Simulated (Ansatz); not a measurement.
# doublet NOF+: levels of theory compared

Wanted: a comparison of 6 runs (UHF/STO-3G, UHF/3-21G, UCAM-B3LYP/def2-TZVPP, UHSE06/def2-TZVPP, RPA@PBE/def2-TZVPP, UMP2/def2-TZVPP) of doublet NOF+. 

Program for the calculation: Ansatz 0.2.0.

59 further runs of the same task are left out: 59 set aside as unsound or not needed.

## (1) The system as given

NOF+: 3 atoms, total charge +1, spin state doublet. SMILES of the parent species: `O=NF`. Geometry: relaxed at PBE0-D4/def2-TZVP. That shape belongs to the parent species and isn't relaxed for this state.

Bond lengths: O1–N2 1.127 Å, N2–F3 1.483 Å. Angles: O1–N2–F3 110.4°.

## (2) The energy at UHF/STO-3G (run 1)

The input, in.yaml:

```yaml
crystal:
  periodic: [false, false, false]
  atoms:
    - {symbol: O, position_ang: [0.868350, 0.242970, 0.504740]}
    - {symbol: "N", position_ang: [0.148930, -0.482540, 0.029910]}
    - {symbol: F, position_ang: [-1.017290, 0.239580, -0.534650]}
basis:
  gaussian:
    orbitals: STO-3G
total_charge: 1
magnetization:
  spin_polarized: true
  initial_magnetization: 1
hamiltonian:
  xc: hf
accuracy: high
output: {orbitals: {seedname: orbitals}}
```

Launch:

```console
$ ansatz run in.yaml --threads 1 --pin off --max-ram 3480MiB --events-out events.jsonl --progress --plain --runs-dir runs
```

Standard output:

```text
Warning: RAYON_NUM_THREADS=1 ignored (pool sized by the plan → 1); use --threads N
Functional definition: HF
  name "HF"
  exchange = exact_x
  correlation = 0
251 factors; integrals over basis functions are off by at most 4.3e-8 eV
mean field evaluation 1: about -6120.8781 eV, gradient 2.6e1 eV
mean field evaluation 2: about -6120.9947 eV, gradient 2.6e1 eV
mean field evaluation 4: about -6126.8171 eV, gradient 4.1e0 eV
mean field evaluation 8: about -6127.3114 eV, gradient 6.5e-1 eV
mean field evaluation 16: about -6127.3916 eV, gradient 2.2e-4 eV
mean field evaluation 32: about -6127.3657 eV, gradient 3.1e-1 eV
mean field evaluation 64: about -6127.0587 eV, gradient 2.6e-1 eV
mean field evaluation 96: about -6126.9157 eV, gradient 1.2e-1 eV
mean field evaluation 128: about -6124.8310 eV, gradient 1.3e1 eV
mean field evaluation 160: about -6127.3915 eV, gradient 3.4e-8 eV
mean field -6127.39154998 eV, -225.1774861665 hartree, gradient 3.4e-8 eV, S^2 1.031697; 3 other end points of the search recorded, 0 dependent functions left out
reference -6127.39154998 eV, -225.1774861665 hartree; 12, 11 occupied and 3, 4 virtual orbitals, 251 factors
Total energy: -6127.39154998 eV, -225.1774861665 hartree
```

It took 0.16 s on 1 thread of Arm Neoverse V2, shared host.

## (3) The energy at UHF/3-21G (run 2)

The input, input.yaml:

```yaml
crystal:
  periodic: [false, false, false]
  atoms:
    - {symbol: O, position_ang: [0.868350, 0.242970, 0.504740]}
    - {symbol: "N", position_ang: [0.148930, -0.482540, 0.029910]}
    - {symbol: F, position_ang: [-1.017290, 0.239580, -0.534650]}
basis:
  gaussian: {orbitals: 3-21G.json}
total_charge: 1
magnetization: {spin_polarized: true, initial_magnetization: 1}
hamiltonian: {xc: hf}
accuracy: high
output: {orbitals: {seedname: orbitals}}
```

The basis set 3-21G is read from a file made from the Basis Set Exchange's data (not shown).

Launch:

```console
$ ansatz run input.yaml --threads 1 --pin off --max-ram 3480MiB --events-out events.jsonl --progress --plain --runs-dir runs
```

Standard output:

```text
Warning: RAYON_NUM_THREADS=1 ignored (pool sized by the plan → 1); use --threads N
Functional definition: HF
  name "HF"
  exchange = exact_x
  correlation = 0
517 factors; integrals over basis functions are off by at most 5.4e-9 eV
mean field evaluation 1: about -6167.6244 eV, gradient 3.6e1 eV
mean field evaluation 2: about -6167.6549 eV, gradient 3.7e1 eV
mean field evaluation 4: about -6173.6115 eV, gradient 5.7e0 eV
mean field evaluation 8: about -6174.2874 eV, gradient 7.7e-1 eV
mean field evaluation 16: about -6174.4001 eV, gradient 2.4e-1 eV
mean field evaluation 32: about -6174.1336 eV, gradient 1.3e0 eV
mean field evaluation 64: about -6172.9039 eV, gradient 2.6e0 eV
mean field evaluation 96: about -6167.4129 eV, gradient 6.9e0 eV
mean field evaluation 128: about -6167.6213 eV, gradient 3.6e1 eV
mean field -6174.40446892 eV, -226.9051790712 hartree, gradient 3.7e-8 eV, S^2 1.045834; 2 other end points of the search recorded, 0 dependent functions left out
reference -6174.40446892 eV, -226.9051790712 hartree; 12, 11 occupied and 15, 16 virtual orbitals, 517 factors
Total energy: -6174.40446892 eV, -226.9051790712 hartree
```

It took 0.34 s on 1 thread of Arm Neoverse V2, shared host.

Run 3 isn't shown in full; the table further down has it.

## (4) The energy at UHSE06/def2-TZVPP (run 4)

The input, input.yaml:

```yaml
crystal:
  periodic: [false, false, false]
  atoms:
    - {symbol: O, position_ang: [0.868350, 0.242970, 0.504740]}
    - {symbol: "N", position_ang: [0.148930, -0.482540, 0.029910]}
    - {symbol: F, position_ang: [-1.017290, 0.239580, -0.534650]}
basis:
  gaussian:
    orbitals: def2-TZVPP
accuracy: high
magnetization:
  spin_polarized: true
  initial_magnetization: 1
output: {orbitals: {seedname: orbitals}}
total_charge: 1
hamiltonian:
  xc: {name: HSE06}
```

Launch:

```console
$ ansatz run input.yaml --threads 1 --pin off --max-ram 3480MiB --events-out events.jsonl --progress --plain --runs-dir runs
```

Standard output:

```text
Warning: RAYON_NUM_THREADS=1 ignored (pool sized by the plan → 1); use --threads N
Functional definition: HSE06
  name "HSE06"
  parameter a = 0.25
  parameter omega = 0.11/bohr
  exchange = pbe_x - a*pbe_x_sr(omega) + a*exact_x_sr(omega)
  correlation = pbe_c
1512 factors; integrals over basis functions are off by at most 3.4e-9 eV
58 factors; integrals over basis functions are off by at most 1.1e-9 eV
mean field evaluation 1: about -6228.6366 eV, gradient 4.3e1 eV
mean field evaluation 2: about -6164.1251 eV, gradient 1.4e2 eV
mean field evaluation 4: about -6232.2466 eV, gradient 2.3e1 eV
mean field evaluation 8: about -6234.0138 eV, gradient 4.5e-1 eV
mean field evaluation 16: about -6234.0159 eV, gradient 2.5e-3 eV
mean field evaluation 32: about -6234.0159 eV, gradient 4.3e-8 eV
mean field -6234.01589878 eV, -229.0958587126 hartree, gradient 8.6e-9 eV, S^2 0.769552; 2 other end points of the search recorded, 0 dependent functions left out
reference -6234.01590032 eV, -229.0958587690 hartree; 12, 11 occupied and 81, 82 virtual orbitals, 1512 factors
Total energy: -6234.01590032 eV, -229.0958587690 hartree
```

It took 6.9 s on 1 thread of Arm Neoverse V2, shared host; peak memory 0.27 GiB.

Run 5 isn't shown in full; the table further down has it.

## (5) A single-point energy at UMP2/def2-TZVPP (run 6)

The input, in.yaml:

```yaml
crystal:
  periodic: [false, false, false]
  atoms:
    - {symbol: O, position_ang: [0.868350, 0.242970, 0.504740]}
    - {symbol: N, position_ang: [0.148930, -0.482540, 0.029910]}
    - {symbol: F, position_ang: [-1.017290, 0.239580, -0.534650]}
basis:
  gaussian: {orbitals: def2-TZVPP}
total_charge: 1
magnetization: {spin_polarized: true, initial_magnetization: 1}
correlation: {method: mp2, frozen_orbitals: {F: 1, "N": 1, O: 1}}
accuracy: high
```

Launch:

```console
$ ansatz run in.yaml --threads 1 --pin off --max-ram 3480MiB --events-out events.jsonl --progress --plain --runs-dir runs
```

Standard output, cut to the lines that bear on the results:

```text
Warning: RAYON_NUM_THREADS=1 ignored (pool sized by the plan → 1); use --threads N
Functional definition: HF
  name "HF"
[...]
1512 factors; integrals over basis functions are off by at most 3.4e-9 eV
[...]
mean field -6212.16121030 eV, -228.2927137246 hartree, gradient 2.5e-8 eV, S^2 1.021134; 7 other end points of the search recorded, 0 dependent functions left out
3 core orbitals not correlated: weight in the atoms' cores, before any rotation towards them, 1.000 or more for the frozen orbitals, at most 0.000 for the correlated occupied ones
reference -6212.16121030 eV, -228.2927137246 hartree; 9, 8 occupied and 81, 82 virtual orbitals, 1512 factors
second order -16.51590195 eV of doubles, -0.00000000 eV of singles
Total energy: -6228.67711225 eV, -228.8996619262 hartree
```

Run time: 5.7 s. Hardware: 1 thread of Arm Neoverse V2, shared host; peak memory 0.21 GiB.

## (6) Overview of the runs

```
run                  level  frozen core orbitals  energy (Eh)  HOMO energy (eV)  LUMO energy (eV)   ⟨S²⟩  wall time
  1             UHF/STO-3G                     –  -225.177486            -24.32             -7.90  1.032     0.16 s
  2              UHF/3-21G                     –  -226.905179            -26.36            -10.04  1.046     0.34 s
  3  UCAM-B3LYP/def2-TZVPP                     –  -229.264312            -22.72            -14.99  0.771      7.5 s
  4      UHSE06/def2-TZVPP                     –  -229.095859            -20.79            -16.57  0.770      6.9 s
  5     RPA@PBE/def2-TZVPP                     3  -229.232557                 –                 –  0.755       16 s
  6        UMP2/def2-TZVPP                     3  -228.899662                 –                 –  1.021      5.7 s
```

## (7) Summary of results

```
                                          quantity          value
                               run 6: total energy  -228.89966 Eh
run 6: correlation energy (3 core orbitals frozen)     -606.9 mEh
          run 6: ⟨S²⟩ of the reference determinant          1.021
```

Totals of different functionals can't be ranked against each other. In run 1 the basis is minimal, so the values are rough. Spin contamination of the reference: run 2 ⟨S²⟩ = 1.05, run 1 ⟨S²⟩ = 1.03, run 6 ⟨S²⟩ = 1.02. All runs together took 36 s, the longest 16 s.
